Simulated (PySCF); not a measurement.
C2H3N: calculation against experiment

**The experiment to reproduce.**

From NIST CCCBDB Release 22 (SRD 101), experimental dipoles, for the gas: dipole moment (microwave Stark effect) 3.85 D.

How close the calculation comes is told at the end.

C2H3N.
Atom-mapped SMILES: `[C-:1]#[N+:2][CH3:3]` (hydrogens: H4, H5, H6 on C3)

Geometry (PBE0-D3(BJ)/def2-SVP, Å), atoms numbered from 1 in this order:
```
atom  x, y, z in Å
C1     2.0679    0.4075   -0.0422
N2     0.9187    0.1781   -0.0234
C3    -0.4609   -0.0978    0.0003
H4    -0.7202   -0.8108   -0.7961
H5    -0.7451   -0.5336    0.9694
H6    -1.0366    0.8267   -0.1528
```

Runs made with PySCF (gas phase, on this PBE0-D3(BJ)/def2-SVP geometry; no spin–orbit coupling):

| level | job | basis functions | wall time |
| --- | --- | --- | --- |
| PBE0-D3(BJ)/def2-SVP, grid level 1 | geometry optimisation from a GFN2-xTB start shaken at random | 57 | 8.5 s |

Hardware: one thread of an Arm Neoverse N1, shared host.

## Comparison

**Dipole moment.** Measured: 3.85 D (NIST CCCBDB Release 22 (SRD 101), experimental dipoles).

```csv
level,computed (D),computed − measured (D),% (from the printed values)
PBE0-D3(BJ)/def2-SVP,3.86,+0.01,0
```

The computed dipoles belong to one fixed geometry; measured ones are averaged over vibrations unless marked μe. Magnitudes are compared, not signs.

The geometry is computed, not the measured one. Where a level misses, the cause wasn't examined.
